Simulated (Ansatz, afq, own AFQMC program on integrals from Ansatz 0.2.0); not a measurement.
Two steps: Ansatz 0.2.0 writes the Fock matrix and Cholesky factors of the valence space, and afq projects on them the lowest state that overlaps trial and start.

```yaml
crystal:
  periodic: [false, false, false]
  atoms:
    - {symbol: Si, position_ang: [0.000000, 0.246162, 0.546778]}
    - {symbol: C, position_ang: [0.000000, -0.607299, -1.142382]}
    - {symbol: H, position_ang: [0.000000, 0.377515, -1.622826]}
basis:
  gaussian: {orbitals: cc-pVDZ}
magnetization: {spin_polarized: true, initial_magnetization: 3}
correlation: {method: ccsd_t, electrons: outside_noble_gas, hamiltonian_folder: ham}
```

```sh
$ ansatz run in.yaml --threads 1 --pin off --events-out ev --progress --plain --max-ram 1382MiB
```

Options of the walk:

```
--method phaseless --trial cisd --walkers 20 --populations 1 --least-time 40 --time-step 0.04 --steps-per-block 10 --equilibration-blocks 8 --max-blocks 50 --target-error 0.00072 --factor-cut 1e-05 --start spin_pure --seed 9252 --release-times 0.5,1,2 --release-step 0.1 --release-every 2 --taylor-order 4
```

Times are imaginary, in 1/Eh. The walk had a cap of 268 s.

```
orbitals 31  electrons 6 3  factors 231 of 362
reference energy -327.19175941 Eh
CCSD correlation -0.18559626 Eh in 13 cycles, weight of the determinant in the CISD state 0.8453
energy of the start -327.376848 Eh
 block  time / (1/Eh)  mean weight  energy / Eh
     1     0.400  1.0032  -327.375813
     2     0.800  1.0050  -327.377917
     3     1.200  1.0206  -327.380594
     4     1.600  0.9991  -327.382190
     5     2.000  1.0111  -327.380794
    10     4.000  0.9903  -327.381194
    15     6.000  1.0165  -327.383073
    18     7.200  1.0145  -327.402575
    20     8.000  0.9826  -327.384005
    25    10.000  1.0082  -327.386562
    30    12.000  0.9900  -327.383934
    33    13.200  1.0090  -327.367540
    35    14.000  0.9763  -327.379620
    40    16.000  0.9766  -327.381062
    45    18.000  0.9992  -327.382760
    50    20.000  0.9759  -327.384947
    55    22.000  1.0196  -327.388399
    58    23.200  1.0006  -327.398885
blocks merged  error / Eh  count
     1  0.000877  50
     2  0.001040  25
     4  0.001280  12
released: time / (1/Eh)  energy / Eh  error  mean overlap
  0.50  -327.384300  0.000924  0.9978
  1.00  -327.385480  0.000946  0.9811
  2.00  -327.385226  0.001171  0.9848
energy -327.383075 +/- 0.001040 Eh
(rows thinned)
```

(1) Estimate how long the walk took on 1 thread of Arm Neoverse V2 (shared host).

The run failed at least one of its tests; the cautions name the faults.

Against this walk (error 28.3 meV) on the same determinant: CCSD(T) 25.1 meV lower (within the noise), CCSDT(Q) 92.8 meV lower, a separate phaseless walk with a CISD trial and standard settings 74.3 ± 30.1 meV lower. The error is statistical and leaves out the bias of the constraint. Released to 2.00 1/Eh the energy moves by -59 ± 43 meV (both errors), within twice the noise. CCSDT(Q) is the surest value here, so the walk's 93 meV above it is most likely the bias of the constraint with this trial, which can have either sign, or comes from the drawn settings.

Cautions: constraint bias not in the error; error not settled; error above the target (28.3 against 19.6 meV); lower spins were not checked; higher spins were not checked; raised T1 diagnostic (T1 0.049, weight of the determinant 0.85, largest double 0.07); the sampling time fell short of the least asked; so few walkers bias the energy; the time-step error isn't removed.

Results:

(1) 8.2 s of wall time.

CCSDT and higher add their correlation energy to the determinant of the CCSD(T) run, since their own runs factorise the integrals more tightly (a shift of under 2 meV). A walk keeps the symmetry of its determinant, which the program's search chose and which needn't be the lowest solution, so a lower state of the same spin and another symmetry isn't excluded.
